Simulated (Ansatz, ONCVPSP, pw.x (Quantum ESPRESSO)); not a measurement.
# aluminium (Al) (fcc): variants of one ONCV potential in the solid

| Quantity | Value |
| --- | --- |
| Element | aluminium (Al) |
| Generator | ONCVPSP 4.0.1 |
| Type | optimised norm-conserving Vanderbilt (ONCV) |
| Functional | PBE |
| Relativity | scalar-relativistic |
| Frozen core | [Ne] |
| Valence charge | 3 |
| Reference configuration | 3s2 3p1 |
| Partial waves | 3s: rc 2.30 bohr, ncon 3, nbas 6, qcut 2.4 1/bohr, 2 projectors, debl 0.6 Ha; 3p: rc 2.50 bohr, ncon 4, nbas 7, qcut 3.2 1/bohr, 2 projectors, debl 3.2 Ha; d scattering state at 0.28 Ha: rc 2.60 bohr, ncon 4, nbas 8, qcut 4.3 1/bohr, 2 projectors, debl 0.5 Ha |
| Local potential | polynomial inside 1.60 bohr (lpopt 5, dvloc0 -1 Ha) |
| Core correction | none |

Crystal test: fcc Al in pw.x 7.5, no spin, 14³ k-points, Fermi–Dirac smearing 0.01 Ry, cutoffs set for each file from its atomic test. The reference is all-electron LAPW (Ansatz 0.2.0) with the same functional, mesh and smearing; V0 and B0 come from Birch–Murnaghan fits to the pressures at five volumes. Errors are pseudo minus all-electron; Δ is the rms difference of the E(V) curves that follow from these fits, minima aligned, over ±6 % about the mean V0. Mesh and smearing are coarse, so the numbers serve the comparison and aren't converged zero-temperature values; the lattice is a test structure that the element need not adopt.

All-electron: a0 = 4.040 Å (V0 = 16.49 Å³/atom), B0 = 76.6 GPa.

```tsv
change	cutoffs (Ry)	pw.x	a0 (Å)	a0 error (%)	B0 error (%)	Δ (meV/atom)	mean pressure error (GPa)
base	45/180	converged	4.051	+0.26	-3.4	2.1	+0.57
local potential polynomial inside 1.08 bohr (lpopt 5, dvloc0 -1 Ha)	45/180	converged	4.050	+0.23	-3.1	1.8	+0.50
local potential polynomial inside 1.36 bohr (lpopt 5, dvloc0 -1 Ha)	45/180	converged	4.051	+0.25	-3.3	2.0	+0.56
local potential polynomial inside 1.56 bohr (lpopt 5, dvloc0 -1 Ha)	45/180	converged	4.050	+0.25	-3.4	2.0	+0.55
local potential polynomial inside 1.88 bohr (lpopt 5, dvloc0 -1 Ha)	45/180	converged	4.050	+0.24	-3.3	1.9	+0.53
local potential polynomial inside 2.16 bohr (lpopt 5, dvloc0 -1 Ha)	45/180	converged	4.048	+0.20	-3.2	1.6	+0.43
```
